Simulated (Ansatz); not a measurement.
[H···H···Br], doublet: the ladder up to full CI

Geometry: a point of a hydrogen-transfer path between rigid fragments, not a stationary point.

```xyz
3

H     0.0000    0.0000   -1.1570
H     0.0000    0.0000   -0.2770
Br    0.0000    0.0000    1.4340
```

Basis cc-pVDZ; Ansatz 0.2.0. Only valence electrons are correlated (noble-gas cores and the filled d shells of p-block atoms frozen), which leaves 9 electrons in 23 orbitals. Prefix R: restricted or restricted open-shell reference; prefix U: unrestricted. Active spaces: pair = (3e, 3o) about the gap; valence = (9e, 6o) chosen from the atoms' valence shells. No spin–orbit coupling is included, and no scalar relativity.

Full CI is exact within this basis and frozen core; it isn't the basis-set limit. The frozen core follows each run's orbitals, which can shift R against U totals by a few meV for light atoms and by up to 0.1 eV past Ca.

For open shells CISD is restricted-active-space CI with the open shells as a complete middle space.

The UHF ⟨S²⟩ is 0.787. The T1 diagnostic (RCCSD) is 0.0228. The largest doubles amplitude (RCCSD) is 0.070.

```json
{"level": "RHF", "E − E(full CI) (mEh)": "163.25", "share of correlation (%)": "0.00", "wall time": "–"}
{"level": "RMP2", "E − E(full CI) (mEh)": "24.00", "share of correlation (%)": "85.30", "wall time": "–"}
{"level": "CISD", "E − E(full CI) (mEh)": "10.46", "share of correlation (%)": "93.60", "wall time": "1 s"}
{"level": "RCCSD", "E − E(full CI) (mEh)": "2.64", "share of correlation (%)": "98.38", "wall time": "–"}
{"level": "RCCSD(T)", "E − E(full CI) (mEh)": "0.54", "share of correlation (%)": "99.67", "wall time": "2 s"}
{"level": "BCCD(T)", "E − E(full CI) (mEh)": "0.55", "share of correlation (%)": "99.66", "wall time": "1.6 s"}
{"level": "RCCSDT", "E − E(full CI) (mEh)": "0.22", "share of correlation (%)": "99.87", "wall time": "–"}
{"level": "RCCSDT(Q)", "E − E(full CI) (mEh)": "0.02", "share of correlation (%)": "99.99", "wall time": "5.5 s"}
{"level": "RCCSDTQ", "E − E(full CI) (mEh)": "0.00", "share of correlation (%)": "100.00", "wall time": "42 s (H100)"}
{"level": "CASSCF (pair space)", "E − E(full CI) (mEh)": "137.35", "share of correlation (%)": "15.86", "wall time": "–"}
{"level": "NEVPT2 (pair space)", "E − E(full CI) (mEh)": "20.03", "share of correlation (%)": "87.73", "wall time": "1.4 s"}
{"level": "CASSCF (valence space)", "E − E(full CI) (mEh)": "135.70", "share of correlation (%)": "16.87", "wall time": "–"}
{"level": "NEVPT2 (valence space)", "E − E(full CI) (mEh)": "31.85", "share of correlation (%)": "80.49", "wall time": "1 s"}
{"level": "MRCISD (valence space)", "E − E(full CI) (mEh)": "7.19", "share of correlation (%)": "95.60", "wall time": "–"}
{"level": "MRCISD+Q (valence space)", "E − E(full CI) (mEh)": "-0.17", "share of correlation (%)": "100.10", "wall time": "1.4 s"}
```

The correlation energy at full CI, counted from RHF, is -4.442 eV. That run took 48 s on 2 threads of AMD EPYC 7R13 with a shared H100 80 GB, shared host over 74,488,220 determinants.

Run but not shown, since their state or frozen core can't be matched to the reference's or they repeat it: UHF, UMP2, UCCSD, UCCSD(T), UCCSDT, UCCSDT(Q), UCCSDTQ.

Times hold each run's SCF and search for its determinant on a shared host, so for small cases they say little of a method's own cost; rows without a card ran on 1 thread of AMD EPYC 7R13.

The full-CI state has the irrep A1 of C2v, in the program's axes (one component, if the state is degenerate).

Natural occupations of full CI about the gap: 1.980 1.964 1.964 1.949 0.997 0.037 0.015 0.015 0.014 0.014; effectively unpaired electrons, Σ n²(2−n)², 1.03.
